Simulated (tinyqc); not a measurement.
MP2 on RHF in the sto-3g basis, frozen core, for CH3+, spin multiplicity 1, step by step (part 2 of 2). Computed by tinyqc, a small Python program that keeps every step (integrals from PySCF). Command: `OMP_NUM_THREADS=1 python tinyqc.py 25239 25240 out.jsonl` (the two numbers bound the seeds that draw the settings). One thread of a shared host (Intel(R) Xeon(R) Processor @ 2.60GHz), about 0.1 s of CPU time with the checks.

Geometry (angstrom):
```
atom         x         y        z
C      0.00000   0.00000  0.07700
H      1.20700   0.00000  0.00000
H     -0.60400   1.04500  0.00000
H     -0.60400  -1.04500  0.00000
```

## Integrals over molecular orbitals

coefficients C, order 1C 1s, 1C 2s, 1C 2px, 1C 2py, 1C 2pz, 2H 1s, 3H 1s, 4H 1s:
```
[[0.99322, -0.23401, -0.00005, 0.00000, -0.02191, -0.20428, 0.00000, 0.00025],
 [0.02928, 0.76393, 0.00018, 0.00000, 0.10777, 1.16596, 0.00000, -0.00145],
 [0.00000, -0.00010, 0.63908, 0.00000, 0.00000, 0.00099, 0.00000, 1.00908],
 [0.00000, 0.00000, 0.00000, 0.63913, 0.00000, 0.00000, 1.00878, 0.00000],
 [-0.00036, -0.01507, 0.00000, 0.00000, 0.99325, -0.12874, 0.00000, 0.00014],
 [-0.00530, 0.17825, 0.42689, 0.00000, -0.04522, -0.69214, 0.00000, -0.93581],
 [-0.00530, 0.17827, -0.21346, 0.36977, -0.04518, -0.69038, -0.81112, 0.46926],
 [-0.00530, 0.17827, -0.21346, -0.36977, -0.04518, -0.69038, 0.81112, 0.46926]]
```

core Hamiltonian H = T + V (hartree), order 1C 1s, 1C 2s, 1C 2px, 1C 2py, 1C 2pz, 2H 1s, 3H 1s, 4H 1s:
```
[[-19.07422, -4.60412, 0.00001, 0.00000, 0.00263, -0.88256, -0.88257, -0.88257],
 [-4.60412, -6.00882, 0.00012, 0.00000, 0.02820, -2.18974, -2.18979, -2.18979],
 [0.00001, 0.00012, -5.01203, 0.00000, -0.00001, -1.88513, 0.94342, 0.94342],
 [0.00000, 0.00000, 0.00000, -5.01186, 0.00000, 0.00000, -1.63216, 1.63216],
 [0.00263, 0.02820, -0.00001, 0.00000, -4.85918, 0.12602, 0.12602, 0.12602],
 [-0.88256, -2.18974, -1.88513, 0.00000, 0.12602, -3.56260, -0.50720, -0.50720],
 [-0.88257, -2.18979, 0.94342, -1.63216, 0.12602, -0.50720, -3.56271, -0.50783],
 [-0.88257, -2.18979, 0.94342, 1.63216, 0.12602, -0.50720, -0.50783, -3.56271]]
```

Given earlier and not repeated: Two-electron integrals (ij|kl) in chemists' order.

(pq|rs) = sum C_ip C_jq C_kr C_ls (ij|kl), one index at a time.

one-electron integrals over orbitals h = C^T H C (hartree):
```
[[-19.05977, 0.37012, 0.00008, 0.00000, 0.03719, 0.29780, 0.00000, -0.00035],
 [0.37012, -4.91354, 0.00001, 0.00000, -0.04505, -0.84456, 0.00000, 0.00120],
 [0.00008, 0.00001, -4.42568, 0.00000, -0.00002, -0.00111, 0.00000, -0.92450],
 [0.00000, 0.00000, 0.00000, -4.42559, 0.00000, 0.00000, -0.92427, 0.00000],
 [0.03719, -0.04505, -0.00002, 0.00000, -4.84833, 0.11640, 0.00000, -0.00010],
 [0.29780, -0.84456, -0.00111, 0.00000, 0.11640, -3.51192, 0.00000, -0.00023],
 [0.00000, 0.00000, 0.00000, -0.92427, 0.00000, 0.00000, -3.77794, 0.00000],
 [-0.00035, 0.00120, -0.92450, 0.00000, -0.00010, -0.00023, 0.00000, -3.77795]]
```

Two-electron integrals over orbitals (pq|rs), unique and non-zero (hartree); the lowest 1 orbital is frozen and left out:
```
(22|22) 0.51949     (32|22) -3.21e-05   (32|32) 0.11619     (33|22) 0.49512
(33|32) 0.04393     (33|33) 0.52709     (42|42) 0.11618     (43|42) -0.04390
(43|43) 0.04080     (44|22) 0.49514     (44|32) -0.04392    (44|33) 0.44548
(44|44) 0.52708     (52|22) 0.00048     (52|32) -1.18e-07   (52|33) 0.00131
(52|44) 0.00131     (52|52) 0.10047     (53|22) 1.45e-06    (53|32) -0.00182
(53|33) -0.00278    (53|44) 0.00278     (53|52) 1.54e-05    (53|53) 0.02347
(54|42) -0.00181    (54|43) 0.00278     (54|54) 0.02347     (55|22) 0.55312
(55|32) 1.30e-05    (55|33) 0.50030     (55|44) 0.50030     (55|52) 0.02425
(55|53) 7.05e-06    (55|55) 0.67169     (62|22) 0.08508     (62|32) 2.67e-05
(62|33) 0.05646     (62|44) 0.05652     (62|52) -0.00347    (62|53) 6.37e-06
(62|55) 0.13155     (62|62) 0.07196     (63|22) 0.00012     (63|32) -0.02656
(63|33) -0.03289    (63|44) 0.03305     (63|52) 1.09e-05    (63|53) 0.00354
(63|55) 0.00016     (63|62) 0.00014     (63|63) 0.05925     (64|42) -0.02641
(64|43) 0.03293     (64|54) 0.00353     (64|64) 0.05909     (65|22) -0.01385
(65|32) 1.34e-05    (65|33) -0.00726    (65|44) -0.00728    (65|52) 0.06534
(65|53) 3.10e-05    (65|55) -0.00969    (65|62) -0.01619    (65|63) -2.04e-05
(65|65) 0.04966     (66|22) 0.44813     (66|32) 0.00024     (66|33) 0.44588
(66|44) 0.44562     (66|52) -0.01562    (66|53) -1.75e-05   (66|55) 0.45349
(66|62) 0.02909     (66|63) -0.00012    (66|65) -0.01434    (66|66) 0.44455
(72|42) 0.02128     (72|43) 0.01746     (72|54) 0.00501     (72|64) 0.04264
(72|72) 0.04878     (73|42) 0.04386     (73|43) -0.01427    (73|54) -0.00269
(73|64) -0.02930    (73|72) -0.00608    (73|73) 0.03492     (74|22) 0.09506
(74|32) 0.04388     (74|33) 0.08353     (74|44) 0.05499     (74|52) 0.00962
(74|53) -0.00269    (74|55) 0.13298     (74|62) 0.07583     (74|63) -0.02929
(74|65) -0.00768    (74|66) 0.02742     (74|74) 0.12239     (75|42) 0.01125
(75|43) -0.00485    (75|54) 0.01808     (75|64) -0.00562    (75|72) 0.00127
(75|73) 0.00509     (75|75) 0.01962     (76|42) 0.10459     (76|43) -0.05126
(76|54) -0.00569    (76|64) -0.05421    (76|72) -0.00710    (76|73) 0.05501
(76|75) 0.01078     (76|76) 0.12509     (77|22) 0.48283     (77|32) -0.03193
(77|33) 0.44073     (77|44) 0.51292     (77|52) 0.00273     (77|53) 0.00393
(77|55) 0.49179     (77|62) 0.05148     (77|63) 0.04317     (77|65) -0.00476
(77|66) 0.45389     (77|74) 0.04357     (77|77) 0.52672     (82|22) -0.00013
(82|32) 0.02129     (82|33) -0.01751    (82|44) 0.01735     (82|52) 1.24e-06
(82|53) 0.00501     (82|55) -0.00018    (82|62) -4.01e-05   (82|63) 0.04264
(82|65) 1.81e-05    (82|66) -0.00008    (82|74) -0.00617    (82|77) 0.02795
(82|82) 0.04877     (83|22) 0.09511     (83|32) -0.04378    (83|33) 0.05505
(83|44) 0.08351     (83|52) 0.00962     (83|53) 0.00269     (83|55) 0.13301
(83|62) 0.07585     (83|63) 0.02943     (83|65) -0.00769    (83|66) 0.02717
(83|74) 0.05521     (83|77) 0.07872     (83|82) 0.00593     (83|83) 0.12230
(84|42) 0.04387     (84|43) -0.01430    (84|54) -0.00269    (84|64) -0.02937
(84|72) -0.00614    (84|73) 0.03234     (84|75) 0.00509     (84|76) 0.05506
(84|84) 0.03498     (85|22) 1.04e-05    (85|32) 0.01125     (85|33) 0.00487
(85|44) -0.00485    (85|52) -0.00008    (85|53) 0.01808     (85|55) 6.38e-06
(85|62) 1.74e-05    (85|63) -0.00564    (85|65) -3.74e-05   (85|66) 4.26e-05
(85|74) 0.00509     (85|77) -0.00431    (85|82) 0.00127     (85|83) -0.00507
(85|85) 0.01962     (86|22) 4.96e-07    (86|32) 0.10469     (86|33) 0.05139
(86|44) -0.05134    (86|52) 1.79e-05    (86|53) -0.00570    (86|55) 2.90e-05
(86|62) 2.95e-06    (86|63) -0.05449    (86|65) 2.70e-05    (86|66) 0.00031
(86|74) 0.05510     (86|77) -0.05234    (86|82) -0.00715    (86|83) -0.05493
(86|85) 0.01080     (86|86) 0.12538     (87|42) -0.03204    (87|43) 0.03616
(87|54) 0.00393     (87|64) 0.04310     (87|72) 0.02805     (87|73) -0.01766
(87|75) -0.00433    (87|76) -0.05240    (87|84) -0.01770    (87|87) 0.04311
(88|22) 0.48284     (88|32) 0.03166     (88|33) 0.51281     (88|44) 0.44087
(88|52) 0.00273     (88|53) -0.00391    (88|55) 0.49183     (88|62) 0.05143
(88|63) -0.04289    (88|65) -0.00475    (88|66) 0.45417     (88|74) 0.07863
(88|77) 0.44091     (88|82) -0.02809    (88|83) 0.04381     (88|85) 0.00429
(88|86) 0.05207     (88|88) 0.52651
```

## Second-order Moller-Plesset energy

orbital energies (hartree): [-11.56485, -1.21700, -0.89516, -0.89501, -0.21109, 0.12737, 0.23366, 0.23399]

Hartree-Fock energy = -38.7615964 hartree

E2 = sum_ijab (ia|jb) [2 (ia|jb) - (ib|ja)] / (e_i + e_j - e_a - e_b) over occupied i, j and virtual a, b; the opposite-spin part is (ia|jb)^2 / denominator, the rest is same-spin, and SCS-MP2 scales them by 6/5 and 1/3.

Terms (the 40 largest of 74):
```
i  j  a  b   (ia|jb)   (ib|ja)  denominator       term
4  4  7  7   0.12239   0.12239     -2.25735   -0.00664
3  3  8  8   0.12230   0.12230     -2.25830   -0.00662
2  2  5  5   0.10047   0.10047     -2.01183   -0.00502
2  3  6  8   0.07585   0.04264     -2.47353   -0.00334
3  2  8  6   0.07585   0.04264     -2.47353   -0.00334
4  2  7  6   0.07583   0.04264     -2.47305   -0.00334
2  4  6  7   0.07583   0.04264     -2.47305   -0.00334
2  2  6  6   0.07196   0.07196     -2.68875   -0.00193
4  3  7  8   0.05521   0.03234     -2.25782   -0.00191
3  4  8  7   0.05521   0.03234     -2.25782   -0.00191
3  3  6  6   0.05925   0.05925     -2.04508   -0.00172
4  4  6  6   0.05909   0.05909     -2.04477   -0.00171
2  2  7  7   0.04878   0.04878     -2.90133   -0.00082
2  2  8  8   0.04877   0.04877     -2.90197   -0.00082
4  4  8  8   0.03498   0.03498     -2.25799   -0.00054
3  3  7  7   0.03492   0.03492     -2.25766   -0.00054
4  4  5  5   0.02347   0.02347     -1.36785   -0.00040
3  3  5  5   0.02347   0.02347     -1.36816   -0.00040
3  3  6  8   0.02943   0.02943     -2.15169   -0.00040
3  3  8  6   0.02943   0.02943     -2.15169   -0.00040
4  4  8  6  -0.02937  -0.02937     -2.15138   -0.00040
4  4  6  8  -0.02937  -0.02937     -2.15138   -0.00040
3  4  7  6  -0.02930  -0.02929     -2.15121   -0.00040
4  3  6  7  -0.02930  -0.02929     -2.15121   -0.00040
4  3  7  6  -0.02929  -0.02930     -2.15121   -0.00040
3  4  6  7  -0.02929  -0.02930     -2.15121   -0.00040
2  4  7  6   0.04264   0.07583     -2.47305   -0.00016
4  2  6  7   0.04264   0.07583     -2.47305   -0.00016
3  2  6  8   0.04264   0.07585     -2.47353   -0.00016
2  3  8  6   0.04264   0.07585     -2.47353   -0.00016
3  4  7  8   0.03234   0.05521     -2.25782   -0.00014
4  3  8  7   0.03234   0.05521     -2.25782   -0.00014
2  3  5  8   0.00962   0.00501     -2.13507   -0.00006
3  2  8  5   0.00962   0.00501     -2.13507   -0.00006
4  2  7  5   0.00962   0.00501     -2.13459   -0.00006
2  4  5  7   0.00962   0.00501     -2.13459   -0.00006
4  2  7  8  -0.00617  -0.00614     -2.57966  -1.49e-05
2  4  8  7  -0.00617  -0.00614     -2.57966  -1.49e-05
2  4  7  8  -0.00614  -0.00617     -2.57966  -1.45e-05
4  2  8  7  -0.00614  -0.00617     -2.57966  -1.45e-05
```

Pair energies (hartree; pair i-j sums ij and ji):
```
pair  opposite spin  same spin
2-2        -0.00859          0
3-2        -0.00629   -0.00091
3-3        -0.01011          0
4-2        -0.00629   -0.00091
4-3        -0.00524   -0.00046
4-4        -0.01011          0
```

MP2 correlation energy = -0.0489185 hartree

SCS-MP2 correlation energy = -0.0567214 hartree

MP2 total energy = -38.8105149 hartree
